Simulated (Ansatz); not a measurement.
Process, species as SMILES: N (NH3) → [NH2] (NH2) + H atom
B3LYP-D3(BJ)/def2-TZVP geometries, fixed; electronic energies without zero-point terms.

Basis-set convergence of the bond dissociation energy at HF with Ansatz (a first-principles code). Cartesian d functions, on some or all atoms, in 6-31G*, 6-31G**; all else is spherical. Open shells are unrestricted. No added dispersion term, no relativity. Functions are those of the species that has most. Reference: the value in aug-pcseg-3, 83.46 kcal/mol, itself unsure by roughly 0.12 kcal/mol (its mean distance from aug-cc-pVQZ, cc-pV5Z, def2-QZVPPD). Deviations are taken from unrounded values.

```json
[
 {"basis": "STO-3G", "functions": "8", "bond dissociation energy (kcal/mol)": "94.10", "minus reference (kcal/mol)": "10.64"},
 {"basis": "pcseg-0", "functions": "15", "bond dissociation energy (kcal/mol)": "79.73", "minus reference (kcal/mol)": "-3.73"},
 {"basis": "def2-SV(P)", "functions": "20", "bond dissociation energy (kcal/mol)": "78.92", "minus reference (kcal/mol)": "-4.54"},
 {"basis": "6-31G*", "functions": "21", "bond dissociation energy (kcal/mol)": "80.63", "minus reference (kcal/mol)": "-2.83"},
 {"basis": "cc-pVDZ", "functions": "29", "bond dissociation energy (kcal/mol)": "81.08", "minus reference (kcal/mol)": "-2.38"},
 {"basis": "def2-SVP", "functions": "29", "bond dissociation energy (kcal/mol)": "82.89", "minus reference (kcal/mol)": "-0.57"},
 {"basis": "6-31G**", "functions": "30", "bond dissociation energy (kcal/mol)": "83.14", "minus reference (kcal/mol)": "-0.32"},
 {"basis": "6-311+G**", "functions": "40", "bond dissociation energy (kcal/mol)": "83.38", "minus reference (kcal/mol)": "-0.07"},
 {"basis": "def2-SVPD", "functions": "44", "bond dissociation energy (kcal/mol)": "84.27", "minus reference (kcal/mol)": "0.81"},
 {"basis": "6-311++G(2d,2p)", "functions": "57", "bond dissociation energy (kcal/mol)": "83.39", "minus reference (kcal/mol)": "-0.07"},
 {"basis": "6-311++G(3df,3pd)", "functions": "93", "bond dissociation energy (kcal/mol)": "83.31", "minus reference (kcal/mol)": "-0.14"},
 {"basis": "aug-cc-pVTZ", "functions": "115", "bond dissociation energy (kcal/mol)": "83.21", "minus reference (kcal/mol)": "-0.25"},
 {"basis": "cc-pVQZ", "functions": "145", "bond dissociation energy (kcal/mol)": "83.20", "minus reference (kcal/mol)": "-0.26"},
 {"basis": "def2-QZVPP", "functions": "147", "bond dissociation energy (kcal/mol)": "83.36", "minus reference (kcal/mol)": "-0.10"},
 {"basis": "pcseg-3", "functions": "159", "bond dissociation energy (kcal/mol)": "83.48", "minus reference (kcal/mol)": "0.02"},
 {"basis": "def2-QZVPPD", "functions": "162", "bond dissociation energy (kcal/mol)": "83.32", "minus reference (kcal/mol)": "-0.14"},
 {"basis": "aug-pcseg-3", "functions": "232", "bond dissociation energy (kcal/mol)": "83.46", "minus reference (kcal/mol)": "0.00"},
 {"basis": "cc-pV5Z", "functions": "256", "bond dissociation energy (kcal/mol)": "83.37", "minus reference (kcal/mol)": "-0.09"}
]
```
